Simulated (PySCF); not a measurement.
Input of a run (PBE0-D3(BJ)/def2-SVP geometry optimisation, gas phase (PySCF 2.14.0)), started from GFN2-xTB:
```
{"job": {"xc": "PBE0", "basis": "def2-SVP", "d3": "d3bj", "grid": 1, "kind": "geom"}, "charge": 0, "multiplicity": 1}
C     -0.600292     1.618631    -0.150562
C     -0.426579     0.102898    -0.242902
C     -1.528432    -0.616576     0.534549
C      0.938583    -0.300375     0.288974
C      2.139613    -0.342837    -0.609414
C      1.661452    -1.497634    -0.254189
H     -1.571190     1.918288    -0.538843
H      0.171356     2.125437    -0.725803
H     -0.526793     1.943621     0.885435
H     -0.488796    -0.194092    -1.296394
H     -1.477502    -0.354977     1.589665
H     -1.416699    -1.694536     0.441940
H     -2.509874    -0.338888     0.156487
H      1.079377    -0.036909     1.336688
H      2.852973     0.235790    -1.142995
H      1.695202    -2.558897    -0.284046
```

Output (energies in Eh, forces in Eh/bohr):
```
step   0  E = -234.11915973  max force = 0.019493
step   1  E = -234.12128748  max force = 0.003759
step   2  E = -234.12131721  max force = 0.000331
step   3  E = -234.12132011  max force = 0.000437
optimisation converged
```

Summarise the run.

The energy falls by 1.4 kcal/mol over 4 energy and gradient evaluations, the largest force component goes from 0.0195 to 4.4e-04 Eh/bohr, and the atoms move by 0.021 Å rms after alignment. Among the bonds, C5–H15 and C6–H16 change most and about equally (+0.025 Å). Bonds longer at the end by more than 0.005 Å: 10 of 16; shorter: 0. The energy never rose by more than 1e-6 Eh on the way. The first step brought 98 % of the lowering.

What are the final bond lengths?

C1–C2 1.525 Å, C2–C3 1.525 Å, C2–C4 1.521 Å, C4–C5 1.500 Å, C5=C6 1.299 Å, C4–C6 1.500 Å, C1–H7 1.101 Å, C1–H8 1.101 Å, C1–H9 1.103 Å, C2–H10 1.105 Å, C3–H11 1.103 Å, C3–H12 1.101 Å, C3–H13 1.101 Å, C4–H14 1.106 Å, C5–H15 1.087 Å, C6–H16 1.087 Å. Numbering counts from 1 in the input's order; the species is `CC(C)C1C=C1`.

The run used 134 basis functions and 24 SCF cycles in all. On Arm Neoverse V2, one thread, shared host, this took 18 s wall and 0.58 GiB of memory at its peak.

Whether it is a minimum is left open (no frequencies). The numbers are those of one conformer.

The values belong to the conformer `[CH3:1][CH:2]([CH3:3])[CH:4]1[CH:5]=[CH:6]1`: C1–C2–C4–C5 -87°.
